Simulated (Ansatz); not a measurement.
Ideal-gas functions of BClF, SMILES `F[B]Cl` radical at 400 K and 1 bar, from an Ansatz frequency run at PBE0-D4/def2-TZVP.

Molar mass 65.26 g/mol, point group Cs (symmetry number 1), electronic degeneracy 2, moments of inertia 4.36, 92.435, 96.795 u Å². Harmonic wavenumbers (cm⁻¹, unscaled): 385, 812, 1353.

Use S(trans) = R[1.5 ln M + 2.5 ln T − 1.1517]; rotational temperatures θ = 24.2544 K / I; S(rot) = R[ln(√π/σ · √(T³/θAθBθC)) + 1.5]; for each mode x = 1.438777 ν̃/T, S = R[x/(eˣ − 1) − ln(1 − e⁻ˣ)] and H = RT x/(eˣ − 1); 1 cm⁻¹ = 0.0119627 kJ/mol; R = 8.31446 J/(mol·K).

Q: By hand: the entropy, in J/(mol·K).

A: Translation 167.1. Rotation: θ = 5.5629, 0.2624, 0.2506 K, giving 96.1. Vibration, mode by mode: 6.24, 1.84, 0.38, in all 8.5. Electronic 5.8. Sum 277.5 J/(mol·K).

Q: By hand: H − E and G − E in kJ/mol, counted from the electronic energy.

A: Zero-point energy ½ × 2550 × 0.0119627 = 15.3; thermal vibration 2.2; translation, rotation and pV give 4 RT = 13.3. H − E = 30.8 kJ/mol, and G − E = 30.8 − 400 × 277.5/1000 = -80.2 kJ/mol.

Vibration gives 3 % of the entropy.
